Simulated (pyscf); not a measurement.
Single points on ωB97X-D3(BJ)/def2-SVP structures (PySCF, gas phase). MP2 and CC: frozen core, UHF for open shells. ΔMP2 is the change of the MP2 total energy from the triple- to the quadruple-zeta basis.

SMILES: CN[SiH2]O
```xyz
11

C      0.7046     0.2350    -1.4746
N      1.0063     0.7040    -0.1359
Si    -0.0908     0.7553     1.1901
O     -1.0454     2.1219     1.3380
H      0.4963     1.0513    -2.1928
H     -0.1875    -0.4118    -1.4460
H      1.5278    -0.3728    -1.8892
H      1.8694     1.2335    -0.0692
H      0.6989     0.7456     2.4461
H     -0.9709    -0.4410     1.0260
H     -1.7293     2.2486     0.6732
```
Charge 0, spin multiplicity 1.

### Question
What is the homolytic dissociation enthalpy (298 K, CCSD(T)/def2-TZVPP + ΔMP2(QZVPP)) of the C–N bond of H₃C–NH–SiH₂–OH (SMILES CN[SiH2]O), to CH₃• + •HN–SiH₂–OH?

### Answer
C–N to CH₃• + •HN–SiH₂–OH: 372.2 kJ/mol. Other isomers of •HN–SiH₂–OH were not searched in full and may lie lower. The CCSD(T) − MP2 part came from Ansatz, without density fitting, on the same reference.
